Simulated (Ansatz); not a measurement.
**I, doublet: the ladder up to UCCSDT(Q)**

A free I atom.

Basis def2-TZVP with its core potentials; Ansatz 0.2.0. Correlated methods freeze the noble-gas cores and the filled d shells of p-block atoms, which leaves 7 electrons in 41 orbitals. Prefix R: restricted or restricted open-shell reference; prefix U: unrestricted. Active spaces: valence = (7e, 4o) chosen from the atoms' valence shells. No spin–orbit coupling is included; scalar relativity enters through the core potentials alone.

Full CI isn't at hand for all of this; UCCSDT(Q) serves as the reference, and is uncertain by about the last step of the cluster series. The frozen core follows each run's orbitals, which can shift R against U totals by a few meV for light atoms and by up to 0.1 eV past Ca.

* UHF ⟨S²⟩: 0.760
* T1 diagnostic (RCCSD): 0.0136
* largest doubles amplitude (RCCSD): 0.048
* T1 diagnostic (UCCSD): 0.0069

From what is known of these methods and the diagnostics, rank them by the size of their error in total energy against UCCSDT(Q) in def2-TZVP, smallest first (an estimate: the text doesn't fix the numbers).
A. UHF
B. UMP2
C. UCCSD
D. UCCSDT
E. UCCSD(T)

D (0.06 kcal/mol), E (0.41 kcal/mol), C (2.92 kcal/mol), B (14.44 kcal/mol), A (85.58 kcal/mol).

All errors are against UCCSDT(Q) in def2-TZVP. Within each family the higher level lies nearer, as is usual though not guaranteed.

Natural occupations of CASSCF (valence space) about the gap: 2.000 2.000 2.000 1.000; effectively unpaired electrons, Σ n²(2−n)², 1.00.
